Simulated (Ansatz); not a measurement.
Eight cases of atomisation energy of first-row species (electronic energies, kcal/mol), geometries: B3LYP-D3(BJ)/def2-TZVP. Functionals by Ansatz (a quantum-chemistry and plane-wave program) in def2-TZVPD; columns hold the difference against the high level (Ansatz, AFQMC by cisd_afqmc): A = CCSD(T)/CBS(aug-cc-pVTZ,aug-cc-pVQZ) + [CCSDT(Q) - CCSD(T)]/aug-cc-pVDZ + core + X2C; B = CCSD(T)/CBS(cc-pVQZ,cc-pV5Z) + [CCSDT(Q) - CCSD(T)]/cc-pV5Z + [FCI - CCSDT(Q)]/cc-pVDZ + core + X2C; C = CCSD(T)/CBS(cc-pVQZ,cc-pV5Z) + [CCSDT(Q) - CCSD(T)]/cc-pVDZ + core + X2C; D = CCSD(T)/CBS(cc-pVQZ,cc-pV5Z) + [CCSDT(Q) - CCSD(T)]/cc-pVQZ + [CCSDTQ - CCSDT(Q)]/cc-pVDZ + core + X2C; E = CCSD(T)/CBS(cc-pVQZ,cc-pV5Z) + [CCSDT(Q) - CCSD(T)]/cc-pVTZ + core + X2C; F = CCSD(T)/CBS(cc-pVTZ,cc-pVQZ) + [CCSDT(Q) - CCSD(T)]/cc-pVDZ + core + X2C. The cases were drawn at random from those of this class that have a high level and all functionals, leaving out states under which another spin lies or may lie. Left out are anions, K, Ca, elements past Kr, ionisation of Li, Na and Mg, pi-pi* triplets of linear molecules and other triplets made from a closed-shell parent. Runs that doubt their state, and full CI more than 15 mEh from coupled cluster, are set aside; a case stays where another high level and all functionals remain. AFQMC serves as high level only in triple zeta or larger, with a steady walk, a bar under 0.8 kcal/mol and agreement with other high levels or trials where they ran; where none ran, an unstable determinant or (outside 3d species) a high T1 diagnostic also bars it, so strongly correlated cases are thinned. No case was kept or dropped by the size of a functional's miss. Each difference is the functional minus the high level; affinities count positive where energy is released, gaps as the second state minus the first. Open shells are spin-unrestricted; no spin-orbit coupling. CBS(X,Y): correlation extrapolated as X^-3, Hartree-Fock from the larger set (Q,5: extrapolated as (X+1)exp(-9√X)). A bracket is a step between two methods taken in the basis named. The functionals are non-relativistic, so their misses hold any scalar relativity. Double hybrids freeze cores in their MP2 part. 'core' is core correlation in cc-pwCVTZ, 'X2C' scalar relativity in cc-pVTZ-DK, both at CCSD(T). Full CI freezes restricted core orbitals, also for open shells; the composite that ends in it estimates full CI at the basis-set limit. Where a partner has so few electrons that a lower coupled-cluster level is exact, that level stands in. The UHF reference of C2H4NO (CC([NH])=O, doublet) is spin-contaminated (<S^2> up to 0.14 over the pure value in the sets run). The UHF reference of C2H2F (C=[C]F, doublet) is spin-contaminated (<S^2> up to 0.18 over the pure value in the sets run).

```
case                                 level   value   PBE  B2PLYP  B3LYP
-----------------------------------  -----  ------  ----  ------  -----
HBOF (SMILES [O]BF, doublet)             E   375.5  15.0    -0.8    2.2
C4H8 (SMILES C(/C)=C\C)                  F  1159.5  14.7   -15.6   -7.6
C2H4NO (SMILES CC([NH])=O, doublet)      F   749.6  32.0    -7.7    0.9
CH3O (SMILES C[O], doublet)              A   400.8  11.8    -4.2    2.2
BNH2 (SMILES B=N)                        D   354.1  10.7     0.5    4.2
H2O (oxidane, SMILES O)                  B   233.0  -0.1    -5.7   -3.6
C2H6O (SMILES COC)                       F   799.5   9.5   -11.6   -5.0
C2H2F (SMILES C=[C]F, doublet)           C   454.5  21.2    -4.0    0.1
```

Over these rows, PBE: mean +14.4, mean absolute 14.4, median absolute 13.3, largest +32.0; B2PLYP: mean -6.1, mean absolute 6.3, median absolute 4.9, largest -15.6; B3LYP: mean -0.8, mean absolute 3.2, median absolute 2.9, largest -7.6 kcal/mol. PBE lies above in 7 and below in 1 of the eight.
